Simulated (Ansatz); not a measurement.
# SiCN (quartet): from a generated start to a stationary point

Where does this start of SiCN (quartet) end when it is relaxed?

Program: Ansatz 0.2.0, Gaussian basis. Level of theory: UKS PBE0/def2-TZVP. These are calculated values, not measurements.

**1. Starting geometry**

3 atoms, charge 0, spin multiplicity 4.

Atoms are counted from 1 here; the program's logs count them from 0.

Bond lengths: N1–C2 1.174 Å, C2–Si3 1.788 Å. Angles: N1–C2–Si3 180.0°.

The start was built by rule and, where that kept it together, relaxed with GFN2-xTB. Sticks and bond lists go by distance. 

**2. Relaxation**

File in.yaml:

```yaml
crystal:
  periodic: [false, false, false]
  atoms:
    - {symbol: N, position_ang: [0.000000, 0.000000, -1.378787]}
    - {symbol: C, position_ang: [0.000000, 0.000000, -0.204734]}
    - {symbol: Si, position_ang: [0.000000, 0.000000, 1.583520]}
basis:
  gaussian: {orbitals: def2-TZVP}
magnetization: {spin_polarized: true, initial_magnetization: 3}
hamiltonian: {xc: pbe0}
relax: {f_tol: 0.004, max_steps: 80}
```

On the command line:

```
> ansatz run in.yaml --threads 1 --pin off --events-out ev --progress --plain --max-ram 2176MiB
```

**Question.** What will these runs give? Wanted: energy gained; shift from the start; total energy; dipole moment; ⟨S²⟩.

The runs gave:

| quantity | value |
| --- | --- |
| steps | 4 |
| energy gained | 0.008 eV |
| shift from the start (rms) | 0.009 Å |
| total energy | -10394.1942 eV |
| dipole moment | 3.78 D |
| ⟨S²⟩ | 3.762 |

The bonds of the start are those of the end. C2–Si3 went from 1.788 to 1.778 Å. No vibrations were run, so this is a stationary point, not a proven minimum, and this spin need not be the ground state's.
